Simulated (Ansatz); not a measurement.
bcc Li was calculated with B3LYP (VWN-RPA form) (Ansatz, a program for electronic structure, PAW).

Numerical settings: plane-wave cutoff 460 eV, 14×14×14 k mesh, Fermi–Dirac smearing 0.05 eV, scalar-relativistic PAW data made under PBE.

Energies at three volumes about the minimum:

```tsv
V (Å³/atom)	E − E_lowest (meV/atom)
19.747	0.53
20.375	0.00
20.760	0.50
```

Q: Fit a parabola by hand: where is the minimum, what lattice constant follows, and what is the bulk modulus?

A: Slopes: (0.00 − 0.53)/(20.375 − 19.747) = -0.844 and (0.50 − 0.00)/(20.760 − 20.375) = 1.299 meV/Å³. Curvature E″ = 2 × (1.299 − (-0.844))/(20.760 − 19.747) = 4.231 meV/Å⁶. From the middle of the first interval, the slope vanishes at V0 = 20.0610 − (-0.844)/4.231 = 20.260 Å³/atom. B = V0 E″ = 20.260 × 4.231 meV/Å³ × 0.1602 GPa per meV/Å³ = 13.7 GPa. With 2 atoms in the cube, a = (2 × 20.260)^(1/3) = 3.435 Å. The full Birch–Murnaghan fit to all volumes gives V0 = 20.252 Å³/atom and B0 = 13.7 GPa.

Measured, for comparison: bulk modulus 13.8 GPa (corrected for temperature and zero-point phonon effects, our sources range from 13.1 to 13.9; as tabulated in Levämäki et al. (2014), arXiv:1402.3671); lattice constant a 3.449 Å (low-temperature or extrapolated to 0 K; zero-point anharmonic expansion removed, our sources range from 3.443 to 3.453; as tabulated in Csonka et al. (2009), arXiv:0903.4037). Computed (rounded) less measured: bulk modulus -0.7 % (inside the range of the sources held).
